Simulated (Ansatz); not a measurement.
A made-up structure of CH₂BO, doublet:

C1  (-0.338, -0.029, -1.178)
B2  (-0.022, -0.152, 0.132)
O3  (0.269, -0.319, 1.413)
H4  (0.268, -0.807, 2.251)
H5  (0.680, 0.435, 1.845)
(Å)

It is relaxed with PBE-D4/def2-SVP and then PBE0-D4/def2-TZVP (Ansatz 0.2.0). Atoms count as bonded within 1.22 times the sum of their covalent radii (H–H: 0.88 Å). The end point is not checked to be a true minimum.

**Question.** Does its bonding change? (Judge from chemistry; the calculation decides.)

**Answer.** By the calculation: No: no bond forms or breaks.

Where it ends: The first stage lowers the energy by 1.06 eV in 9 steps. It ends as CH₂BO ([C][B][OH2]):
C1  (-0.145, -0.193, -1.170)
B2  (-0.309, -0.075, 0.200)
O3  (0.145, -0.130, 1.606)
H4  (0.362, -1.009, 1.954)
H5  (0.801, 0.534, 1.872)
(Å)

Labels in which every atom is bracketed show which atoms are joined, not bond orders.

For scale, one of the runs: PBE0-D4/def2-TZVP relaxation, 105 basis functions, launched by `ansatz run in.yaml --threads 2 --pin off --events-out ev --progress --plain --max-ram 4352MiB`. The run took about 20 s on 2 CPU threads of an Arm Neoverse V2 (shared host).
